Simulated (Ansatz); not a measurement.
A run for Ansatz (a first-principles code): R-r2SCAN/def2-TZVPPD on CH4 (SMILES C). Files ending in .json are basis or fitting sets from the Basis Set Exchange.

Ansatz 0.2 input:
```yaml
crystal:
  periodic: [false, false, false]
  atoms:
    - {symbol: C, position_ang: [0.00346000, 0.00000000, 1.38045208]}
    - {symbol: H, position_ang: [0.84849635, 0.00000000, 0.68958651]}
    - {symbol: H, position_ang: [0.39513333, 0.00000000, 2.39584935]}
    - {symbol: H, position_ang: [-0.60268447, -0.88994299, 1.22482674]}
    - {symbol: H, position_ang: [-0.60268447, 0.88994299, 1.22482674]}
basis:
  gaussian:
    orbitals: def2-TZVPPD.json
hamiltonian:
  xc: {name: r2SCAN}
scf: {lower_state_search: off}
```

The log:

```
WARN ansatz: RAYON_NUM_THREADS=2 ignored (pool sized by the plan → 2); use --threads N
Functional definition: r2SCAN
these checks for a lower state are left out or cut short: stability, starts, cluster_reference, orbital_swaps, neighbouring_geometries, increment
integrals: 0.01 GiB planned
410 factors; their error is unknown
mean field: 0.22 GiB planned
mean field evaluation 1: about -1096.0160 eV, gradient 5.2e1 eV
mean field evaluation 2: about -1093.1251 eV, gradient 5.8e1 eV
mean field evaluation 4: about -1102.1007 eV, gradient 1.8e-1 eV
mean field evaluation 8: about -1102.0844 eV, gradient 4.5e-1 eV
mean field evaluation 16: about -1102.0846 eV, gradient 5.5e-6 eV
mean field -1102.08458799 eV, -40.5008615888 hartree, gradient 5.5e-6 eV, S^2 0.000000; 0 other end points of the search recorded, 0 dependent functions left out
reference -1102.08459556 eV, -40.5008618669 hartree; 5, 5 occupied and 100, 100 virtual orbitals, 410 factors
Total energy: -1102.08459556 eV, -40.5008618669 hartree
Checks for a lower state left out: stability, starts, cluster_reference, orbital_swaps, neighbouring_geometries, increment
```

The calculation finished and met its thresholds.

Cost: around 0.6 core-seconds (rough).
